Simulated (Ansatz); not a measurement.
Litharge SnO was calculated with r²SCAN in Ansatz (PAW).

Run with plane-wave cutoff 500 eV, 10×10×8 k mesh (along the axes of the cell as run), Fermi–Dirac smearing 0.05 eV, scalar-relativistic PAW data made under PBE.

Computed at the level's own relaxed cell.

Estimate the volume per atom, equilibrium lattice constant a, lattice parameter c and band gap that the calculation returns.


- volume per atom = 17.90 Å³/atom
- equilibrium lattice constant a = 3.808 Å
- lattice parameter c = 4.937 Å
- band gap = 0.36 eV (on the SCF k mesh)

Measured, for comparison: band gap 0.7 eV (temperature not stated, not corrected to a static lattice; as tabulated in Waroquiers et al. (2013), arXiv:1302.6756); lattice constant a 3.801 Å, lattice parameter c 4.835 Å (temperature not stated, not corrected to a static lattice; as tabulated in Electronic properties of the Sn1−xPbxO alloy and band alignment of the SnO/PbO …). Computed (rounded) less measured: lattice constant a +0.2 %, lattice parameter c +2.1 %.

Note: the cell comes from a level without a dispersion term, which matters for the spacing of layers, chains or molecules.

Spin–orbit coupling is not included.

The computed numbers hold no vibrational or temperature effects.

It cost very roughly 2.8 core-minutes of CPU time.

Ansatz is a program for electronic structure.
